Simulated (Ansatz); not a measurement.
CH3F2NO (`NC(O)(F)F`). The species carries charge 0 and has multiplicity 1. Geometry: relaxed with PBE0-D4/def2-TZVP. It is one conformer, not always the lowest.

```xyz
8

N     0.153    1.173    0.067
C    -0.314   -0.145   -0.049
O     0.672   -1.084    0.049
F    -1.246   -0.374    0.910
F    -0.951   -0.290   -1.238
H     0.820    1.371   -0.666
H     0.589    1.309    0.969
H     0.276   -1.959   -0.041
```

(1) What is the dipole moment at B3LYP/def2-TZVPP? (Best estimate.)

(2) And with PBE, r2SCAN, ωB97M-V? (An estimate is asked.)

(3) Give the Mulliken charges with B3LYP, PBE, ωB97M-V in def2-TZVPP. (An estimate is asked.)

## Answers

(1) The calculation gave: 1.93 D, with components (1.86, -0.47, 0.24) D in this frame, pointing from negative to positive charge.

(2) Ansatz gave: PBE 1.86 D, r2SCAN 1.91 D, ωB97M-V 1.94 D.

(3) The calculation gave: 
```json
{"atom": "N1", "B3LYP": "-0.29", "PBE": "-0.30", "ωB97M-V": "-0.25"}
{"atom": "C2", "B3LYP": "0.48", "PBE": "0.33", "ωB97M-V": "0.45"}
{"atom": "O3", "B3LYP": "-0.30", "PBE": "-0.26", "ωB97M-V": "-0.28"}
{"atom": "F4", "B3LYP": "-0.20", "PBE": "-0.16", "ωB97M-V": "-0.19"}
{"atom": "F5", "B3LYP": "-0.20", "PBE": "-0.16", "ωB97M-V": "-0.19"}
{"atom": "H6", "B3LYP": "0.15", "PBE": "0.17", "ωB97M-V": "0.13"}
{"atom": "H7", "B3LYP": "0.15", "PBE": "0.17", "ωB97M-V": "0.13"}
{"atom": "H8", "B3LYP": "0.21", "PBE": "0.21", "ωB97M-V": "0.20"}
```

B3LYP here is the variant with VWN-RPA as its local correlation; programs differ in this.
